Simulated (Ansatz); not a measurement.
A single point on C$_{3}$H$_{6}$N$_{2}$S (`C1=NCNCS1`).

```yaml
crystal:
  periodic: [false, false, false]
  atoms:
    - {symbol: C, position_ang: [-0.573954, 1.406365, 0.753378]}
    - {symbol: N, position_ang: [0.168490, 0.645396, 1.431489]}
    - {symbol: C, position_ang: [0.701292, -0.576276, 0.867782]}
    - {symbol: N, position_ang: [0.749440, -0.696323, -0.570616]}
    - {symbol: C, position_ang: [-0.505043, -0.459878, -1.202987]}
    - {symbol: S, position_ang: [-1.186521, 1.221320, -0.884696]}
    - {symbol: H, position_ang: [-0.920033, 2.337274, 1.204327]}
    - {symbol: H, position_ang: [0.118352, -1.410959, 1.275757]}
    - {symbol: H, position_ang: [1.719032, -0.692702, 1.246607]}
    - {symbol: H, position_ang: [1.464668, -0.091624, -0.954422]}
    - {symbol: H, position_ang: [-1.237700, -1.185868, -0.846920]}
    - {symbol: H, position_ang: [-0.421125, -0.551825, -2.285599]}
basis:
  gaussian: {orbitals: def2-TZVPP}
hamiltonian: {xc: pbe}
correlation: {method: rpa}
```

```sh
$ ansatz run in.yaml --threads 4 --pin off --events-out ev --progress --plain
```

It prints (some lines left out):

```
Functional definition: PBE
1683 factors; integrals over basis functions are off by at most 9.8e-4 eV
mean field evaluation 1: about -16993.5376 eV, gradient 9.5e1 eV
mean field evaluation 2: about -16993.5280 eV, gradient 9.5e1 eV
mean field evaluation 4: about -17009.2913 eV, gradient 4.3e1 eV
mean field evaluation 8: about -17014.0063 eV, gradient 1.5e0 eV
mean field evaluation 16: about -17014.0109 eV, gradient 1.9e-3 eV
mean field -17014.01087004 eV, -625.2533669631 hartree, gradient 4.2e-6 eV, S^2 0.000000; 1 other end points of the search recorded, 0 dependent functions left out
10 core orbitals not correlated: weight in the atoms' cores, before any rotation towards them, 1.000 or more for the frozen orbitals, at most 0.000 for the correlated occupied ones
reference -16966.87445551 eV, -623.5211356793 hartree; 17, 17 occupied and 254, 254 virtual orbitals, 1683 factors
Total energy: -17013.91078518 eV, -625.2496889125 hartree
```

It took 7.5 s on 4 threads of a server CPU on a shared host, with 0.93 GiB of host memory at the peak.
